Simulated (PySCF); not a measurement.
# Molecular orbitals of AlCl

PBE0 at R = 2.153 Å; Al def2-TZVP, Cl def2-TZVP; no relativity (PySCF 2.14). State: ³Π (triplet), unpaired electrons σ ↑, π ↑, a second solution, started from another occupation. Only the outer orbitals are listed, counted within each symmetry.

```tsv
spin	orbital	occ.	ε (eV)	on Al (%)	main shells (%)
α	7σ	1	-22.76	6	93 Cl s
α	8σ	1	-12.00	38	58 Cl p, 36 Al s
α	3π	1	-9.55	8	92 Cl p
α	3π	1	-9.52	8	92 Cl p
α	9σ	1	-8.48	76	54 Al s, 24 Cl p, 22 Al p
α	4π	1	-4.30	95	93 Al p
α	4π	0	-2.44	96	94 Al p
α	10σ	0	-0.15	99	74 Al p, 18 Al d
α	11σ	0	2.94	97	99 Al s
β	7σ	1	-22.47	6	93 Cl s
β	8σ	1	-11.20	27	70 Cl p, 21 Al s
β	3π	1	-9.46	7	93 Cl p
β	3π	1	-9.27	6	94 Cl p
β	9σ	0	-4.55	88	75 Al s, 12 Al p, 12 Cl p
β	4π	0	-1.11	96	97 Al p
β	4π	0	-0.47	97	98 Al p
```

Question: Which are the highest filled and the lowest empty level, where do they sit, and how wide is the gap?

Answer: Highest filled α 4π at -4.30 eV (in %: 93 Al p); lowest empty β 9σ at -4.55 eV (in %: 75 Al s, 12 Al p, 12 Cl p); the gap at PBE0 is -0.25 eV.

```json
{"bond order (Mayer)": "1.21", "⟨S²⟩": "2.002", "charge on Al (Mulliken, basis-dependent)": "0.22", "charge on Al (Löwdin, basis-dependent)": "-0.22", "dipole moment (positive dipole means Al(−)Cl(+))": "-1.81 D"}
```

Counting both spins, an empty level lies below a filled one in this solution, because spin and occupation are held.
